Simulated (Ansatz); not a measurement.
# [Cl···H···F], doublet along the distance Cl1-H2

Starting geometry:

```xyz
3

Cl    0.0000    0.0000   -1.3569
H     0.0000    0.0000   -0.0781
F     0.0000    0.0000    1.4351
```

From there H2 is moved from one fragment to the other while all else, the fragments' distance too, stays fixed, so the hump isn't the reaction's barrier; atoms are numbered as listed. Energies are in kJ/mol, counted from the starting geometry at the same level.

Basis cc-pVDZ; Ansatz 0.2.0. Only valence electrons are correlated (noble-gas cores frozen). Prefix R: restricted or restricted open-shell reference; prefix U: unrestricted.

Coupled cluster chose its determinant by trial CCSD, here up to 0.13 eV above the lowest Hartree–Fock solution of its kind, and MP2 stands on that determinant too. The reference follows the lowest state, whose symmetry changes from Π to Σ⁺ or Δ between 1.189 and 1.279, from Σ⁺ or Δ to Π between 1.542 and 1.629.

Full CI isn't at hand for all of this; UCCSDT(Q) serves as the reference, and is uncertain by about the last step of the cluster series. The frozen core follows each run's orbitals, which can shift R against U totals by a few meV.

```json
{"distance Cl1-H2 (Å)": "1.189", "UCCSDT(Q)": "14.6", "error RMP2": "-6.4", "error RCCSD(T)": "-0.4", "error UCCSD(T)": "-0.4", "error RCCSDT": "-0.2", "error UCCSDT": "-0.2", "error RCCSDT(Q)": "0.0"}
{"distance Cl1-H2 (Å)": "1.279", "UCCSDT(Q)": "0.0", "error RMP2": "0.0", "error RCCSD(T)": "0.0", "error UCCSD(T)": "0.0", "error RCCSDT": "0.0", "error UCCSDT": "0.0", "error RCCSDT(Q)": "0.0"}
{"distance Cl1-H2 (Å)": "1.366", "UCCSDT(Q)": "5.6", "error RMP2": "7.0", "error RCCSD(T)": "0.5", "error UCCSD(T)": "0.5", "error RCCSDT": "0.2", "error UCCSDT": "0.2", "error RCCSDT(Q)": "0.0"}
{"distance Cl1-H2 (Å)": "1.454", "UCCSDT(Q)": "14.6", "error RMP2": "20.2", "error RCCSD(T)": "1.4", "error UCCSD(T)": "1.2", "error RCCSDT": "0.6", "error UCCSDT": "0.6", "error RCCSDT(Q)": "0.0"}
{"distance Cl1-H2 (Å)": "1.542", "UCCSDT(Q)": "9.2", "error RMP2": "32.8", "error RCCSD(T)": "2.2", "error UCCSD(T)": "1.8", "error RCCSDT": "1.2", "error UCCSDT": "1.0", "error RCCSDT(Q)": "-0.1"}
{"distance Cl1-H2 (Å)": "1.629", "UCCSDT(Q)": "-26.3", "error RMP2": "-19.5", "error RCCSD(T)": "1.0", "error UCCSD(T)": "1.1", "error RCCSDT": "0.8", "error UCCSDT": "0.8", "error RCCSDT(Q)": "0.1"}
{"distance Cl1-H2 (Å)": "1.717", "UCCSDT(Q)": "-78.8", "error RMP2": "-20.3", "error RCCSD(T)": "0.6", "error UCCSD(T)": "0.6", "error RCCSDT": "0.6", "error UCCSDT": "0.7", "error RCCSDT(Q)": "0.0"}
{"distance Cl1-H2 (Å)": "1.804", "UCCSDT(Q)": "-118.5", "error RMP2": "-20.4", "error RCCSD(T)": "0.3", "error UCCSD(T)": "0.3", "error RCCSDT": "0.5", "error UCCSDT": "0.5", "error RCCSDT(Q)": "0.0"}
{"distance Cl1-H2 (Å)": "1.892", "UCCSDT(Q)": "-131.5", "error RMP2": "-20.4", "error RCCSD(T)": "0.1", "error UCCSD(T)": "0.1", "error RCCSDT": "0.3", "error UCCSDT": "0.4", "error RCCSDT(Q)": "0.0"}
```

Errors are those of relative energies. In total energy the starting point itself misses UCCSDT(Q) by: RMP2 86.5, RCCSD(T) 2.3, UCCSD(T) 2.2, RCCSDT 1.2, UCCSDT 1.1, RCCSDT(Q) 0.1 kJ/mol.

Spread of the error over the points with a reference, to 1.892 Å (largest less smallest): RCCSDT(Q) 0.2, UCCSDT 1.2, RCCSDT 1.4, UCCSD(T) 2.1, RCCSD(T) 2.6, RMP2 53.2 kJ/mol.
